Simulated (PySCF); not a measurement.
Species: 4-chloro-1-butene, C4H7Cl.
Geometry (GFN2-xTB, Å), atoms numbered from 1 in this order:
```xyz
12
C4H7Cl angstrom
C     -1.9852    0.3482   -0.0212
C     -0.8967   -0.2957   -0.3960
C      0.4708    0.3151   -0.4333
C      1.3963   -0.4096    0.5359
Cl     3.0401    0.2843    0.4791
H     -2.9527   -0.1232   -0.0089
H     -1.9542    1.3816    0.2831
H     -0.9493   -1.3335   -0.6980
H      0.8805    0.2347   -1.4436
H      0.4161    1.3715   -0.1670
H      1.4904   -1.4652    0.2812
H      1.0452   -0.3086    1.5627
```

Method used: PySCF, TDDFT B3LYP/def2-SVPD, vertical, gas phase, core orbitals frozen in the response.

Transition dipole moments from the ground state, in atomic units and in the frame of the coordinates above (overall signs are arbitrary), for the states with f of 0.002 or more among the lowest 8:

```
state  E (eV)      μx      μy      μz
   S1   6.699   0.808  -0.222   0.046
   S3   7.052   0.513  -0.169   0.203
   S4   7.314  -0.963   0.230   0.359
   S5   7.613   0.212  -0.040   0.162
   S6   7.711   0.411  -0.082  -0.045
   S8   7.823  -0.117  -0.087   0.372
```

Work out the oscillator strengths.

f = (2/3) ΔE |μ|² with ΔE in hartree (27.2114 eV).

```
state  |μ|² (au)  |μ| (D)      f
   S1      0.704     2.13  0.116
   S3      0.333     1.47  0.058
   S4      1.110     2.68  0.199
   S5      0.073     0.69  0.014
   S6      0.178     1.07  0.034
   S8      0.159     1.02  0.031
```

Which bond between heavy atoms lies closest to the direction of the S4 transition dipole?

C1–C2, at 17° from it; next C4–Cl5 at 40°.

What angle do the transition dipoles of S1 and S3 make?

|cos θ| = |μa·μb| / (|μa| |μb|) = 0.95, so θ ≈ 18° (taken between 0 and 90°, since the signs are arbitrary).

How is the summed strength of these states shared among x, y and z?

(2/3) Σ ΔE μα² gives 0.362 for x, 0.026 for y and 0.062 for z, 0.450 in all.

What peak molar absorption coefficient would the strongest computed level give as a lone Gaussian band 0.5 eV wide at half height?

ε(max) = 2.175×10⁸ f / FWHM, with the width in cm⁻¹. S4: 2.175×10⁸ × 0.1989 / 4033 ≈ 11000 L mol⁻¹ cm⁻¹.

One conformer stands for the species.
